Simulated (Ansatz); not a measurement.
`CCC(N)=O` → 3 C• + 7 H• + N• + O•  (atomization)

Isolated molecules relaxed with PBE0-D4/def2-TZVP in Ansatz; ΔE leaves out vibrations. CCSD(T)/CBS adds triple-zeta CCSD(T) − MP2 to the extrapolated MP2 energy (def2 sets, frozen cores). This one scheme is used for every species, atoms too. Functionals use def2-TZVPP. HSE06 is defined as in plane-wave codes. Open shells (•) are unrestricted, without spin–orbit coupling. Spin–orbit coupling would lower the free atoms: a little for C, O. Each species was taken in one conformer, which may not be the lowest.

`CCC(N)=O`:

Cartesian coordinates in Å:
```
C -0.485 0.669 -1.473
C 0.094 0.601 -0.075
C 0.219 -0.823 0.433
N 0.361 -0.938 1.779
O 0.213 -1.789 -0.299
H -0.493 1.698 -1.838
H 0.100 0.057 -2.159
H -1.509 0.291 -1.491
H -0.501 1.189 0.630
H 1.102 1.034 -0.058
H 0.388 -0.137 2.382
H 0.511 -1.852 2.168
```

(1) What is ΔE at CCSD(T)/CBS? (An estimate is asked.)

(2) What do these levels give: r2SCANh-D4, revPBE, BLYP, r2SCAN, PBE0, HSE06, BHLYP, CAM-B3LYP, LC-ωPBE, CCSD/def2-TZVPP, CCSD(T)/def2-TZVPP, CCSD/CBS(def2)? (An estimate is asked.)

(3) What do rigid-rotor, harmonic-oscillator terms from PBE0-D4/def2-TZVP frequencies (298.15 K, 1 bar) make of the CCSD(T)/CBS value? (Estimate.)

Largest T1 diagnostic among the species: 0.013.

Results:

(1) Ansatz gave: +4859.6 kJ/mol.

(2) Computed: r2SCANh-D4 4844.9, revPBE 4815.0, BLYP 4848.4, r2SCAN 4874.7, PBE0 4885.7, HSE06 4891.0, BHLYP 4690.9, CAM-B3LYP 4886.6, LC-ωPBE 4876.0, CCSD/def2-TZVPP 4656.9, CCSD(T)/def2-TZVPP 4733.7, CCSD/CBS(def2) 4782.8 kJ/mol.

(3) Ansatz gave: ΔZPE = -268.7 kJ/mol, ΔH = +4645.8 kJ/mol, ΔS = 1259 J/(mol·K), ΔG = +4270.3 kJ/mol. Open shells count their whole term as degenerate. Modes under 50 cm⁻¹ make the entropy rough.

From BLYP to BHLYP (50 % exact exchange), in def2-TZVPP and without D4, ΔE moves by −157.5 kJ/mol: exact exchange takes away binding that semilocal exchange gives to molecules. The D4 term adds +30.9 kJ/mol with B3LYP and +16.2 kJ/mol with PBE0; it sums over pairs of atoms, weighted by their polarisabilities, and B3LYP, whose exchange is more repulsive, gets the larger term.

B3LYP here is the variant with VWN-RPA as its local correlation; programs differ in this.

For atomizations the MP2-based limit and the directly extrapolated one differ by several kJ/mol either way, and by 10 to 25 for some Ge, Se and Sn compounds, so smaller differences from it don't rank the levels.
